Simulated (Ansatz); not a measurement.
Two structures of Si₂H₆Cl, doublet, reached by relaxing down either side of one saddle point (PBE0-D4/def2-TZVP). Energies are electronic, without zero-point energy. Program: Ansatz 0.2.0. Basis: def2-TZVPP and def2-QZVPP. Cores are frozen in the correlated methods; orbitals are unrestricted. Extrapolation: Hartree–Fock as exp(−7.88 √X), correlation as X^−2.97. First:

```
9
angstrom
Cl -0.5379 0.5916 -0.3066
Si -1.8454 1.9906 -1.0505
Si 1.9885 -2.1460 1.1323
H -2.1130 1.6758 -2.4725
H -3.0985 1.9292 -0.2640
H -1.2238 3.3289 -0.9268
H 3.2673 -2.0176 0.3858
H 2.1835 -1.8670 2.5790
H 1.3795 -3.4856 0.9233
```

Second:

Cl1  (0.548, -0.581, 0.312)
Si2  (-1.990, 2.147, -1.133)
Si3  (1.847, -1.991, 1.051)
H4  (-2.245, 1.813, -2.558)
H5  (-3.241, 2.069, -0.333)
H6  (-1.353, 3.483, -1.001)
H7  (3.129, -1.880, 0.318)
H8  (2.054, -1.729, 2.494)
H9  (1.251, -3.331, 0.850)
(Å)

Problem. Which bonds change from the first to the second?

Solution. SiH₃Cl ([SiH3][Cl]) + SiH₃ → SiH₃Cl ([SiH3][Cl]) + SiH₃; bonds formed: Cl1–Si3; bonds broken: Cl1–Si2.

Problem. Give the saddle point's structure and its height above each. (To be estimated.)

Solution. The calculation gives: 19.19 kcal/mol above the first and 19.19 kcal/mol above the second (CCSD(T) at an estimated basis limit (MP2 extrapolated from triple and quadruple zeta, plus CCSD(T) − MP2 in triple zeta)).
```xyz
9
angstrom
Cl 0.0024 0.0030 0.0017
Si -1.5038 1.6213 -0.8559
Si 1.5045 -1.6209 0.8563
H -1.7598 1.2916 -2.2791
H -2.7517 1.5463 -0.0580
H -0.8642 2.9528 -0.7230
H 2.7808 -1.4949 0.1116
H 1.6991 -1.3435 2.3001
H 0.8930 -2.9558 0.6464
```

The T1 diagnostic stays at or below 0.016. ⟨S²⟩ of the unrestricted Hartree–Fock references: 0.76 to 0.80 (a pure state has 0.75). The start structure is not quite a true minimum (one mode of 49i cm⁻¹). The end structure is not quite a true minimum (one mode of 49i cm⁻¹).

Radical steps of this kind take place in plasma deposition and etching.

Labels in which every atom is bracketed show which atoms are joined, not bond orders.

For scale, one of the runs: CCSD(T)/def2-TZVPP, 210 basis functions (an equivalent command: `ansatz run in.yaml --threads 4`). Hardware: 4 CPU threads, shared host. Wall time 36 s; peak host memory 7 GiB.
